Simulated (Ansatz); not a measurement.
This Ansatz (a program for electronic structure) input (PBE/def2-TZVPP) gives -1.16612 Eh with 28 basis functions.

Ansatz 0.2 input:
```yaml
crystal:
  periodic: [false, false, false]
  atoms:
    - {symbol: H, position_ang: [-0.00000000, -0.00000000, -0.37201156]}
    - {symbol: H, position_ang: [0.00000000, 0.00000000, 0.37201156]}
basis:
  gaussian:
    orbitals: def2-TZVPP
hamiltonian:
  xc: {name: PBE}
magnetization: {spin_polarized: false}
```

Change:
```diff
- orbitals: def2-TZVPP
+ orbitals: aug-pcseg-3
```

Task: What does the run give now?

Result: -1.16669 Eh (PBE/aug-pcseg-3, 98 functions), a change of -0.57 mEh.
